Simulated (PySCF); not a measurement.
# C4H2 (Diacetylene): the cost of one run

Computed with PySCF 2.14.0, with density-fitted response routines of our own, on a single molecule in the gas phase. Atoms are numbered from 0 throughout.

### Step 1. The molecule as given

6 atoms, charge 0, multiplicity 1; geometry from: MMFF94s. The atoms were then displaced at random by about 0.03 Å, so the start is not that level's minimum.

Bonds of the start (Å): C0–C1 1.27, C1–C2 1.58, C2–C3 1.04, C0–H4 1.01, C3–H5 1.17.

### Step 2. Relaxing the molecule at PBE0-D3(BJ)/def2-SVP

What the job is given:

```
{"job": {"xc": "PBE0", "basis": "def2-SVP", "d3": "d3bj", "grid": 1, "shake": 0.03, "kind": "geom"}, "charge": 0, "multiplicity": 1}
C      2.003510     0.248030     0.085040
C      0.742140     0.113340     0.100350
C     -0.819770    -0.133870     0.124900
C     -1.842590    -0.317930     0.174590
H      2.983660     0.480160     0.010390
H     -3.003820    -0.485750     0.208470
```

Run with:

```
$ OMP_NUM_THREADS=1 python probes_run.py task.json out
```

The driver reads the jobs from task.json and runs them one after another.

Q: Estimate the wall time and peak memory of this first job on 1 thread of Arm Neoverse V1, shared host.

About 11 s, with a peak of 0.28 GiB.
